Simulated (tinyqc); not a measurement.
ROHF in the sto-6g basis, for OH+, spin multiplicity 3, step by step. This run ends on a higher stationary point, not on the lowest solution. Computed by tinyqc, a small Python program that keeps every step (integrals from PySCF). Settings: charge = 1, multiplicity = 3, basis = sto-6g, energy threshold = 1e-10, iteration cap = 60, orthogonalisation = canonical, start = highest core orbitals, DIIS depth = 0, method = ROHF. Command: `OMP_NUM_THREADS=1 python tinyqc.py 27349 27350 out.jsonl` (the two numbers bound the seeds that draw the settings). One thread of a shared host (Intel(R) Xeon(R) Processor @ 2.60GHz), about 0.1 s of CPU time with the checks.

Geometry (angstrom):
```
atom        x        y        z
O     0.00000  0.00000  0.00000
H     0.00000  0.00000  0.97000
```

Stop when the energy changes by less than 1e-10 hartree and every element of the error matrix X^T (F D S - S D F) X is below 3e-06.

Course of the cycle:
```
iteration  E (hartree)     change  largest element of the error matrix
1          -28.4374385          -                             1.63e-01
2          -74.3580838  -4.59e+01                             4.08e-01
3          -74.5794721  -2.21e-01                             6.79e-02
4          -74.5896653  -1.02e-02                             2.14e-02
5          -74.5915730  -1.91e-03                             9.13e-03
6          -74.5918979  -3.25e-04                             3.67e-03
7          -74.5919493  -5.14e-05                             1.44e-03
8          -74.5919571  -7.82e-06                             5.58e-04
9          -74.5919583  -1.17e-06                             2.15e-04
10         -74.5919585  -1.75e-07                             8.31e-05
11         -74.5919585  -2.60e-08                             3.20e-05
12         -74.5919585  -3.86e-09                             1.23e-05
13         -74.5919585  -5.73e-10                             4.75e-06
14         -74.5919585  -8.51e-11                             1.83e-06
```

Can the last value be used, and what does the course show?

No, though the log alone does not show it. Converged in 14 iterations. But the solution lies 0.14768 hartree above the reference: it is another stationary point, not the lowest one. Reruns (cap 100 unless said): DIIS 8: converged in 14 to a higher stationary point; atomic densities as start, DIIS 8: converged in 7. PySCF ROHF in the same basis = -74.7396427 hartree.
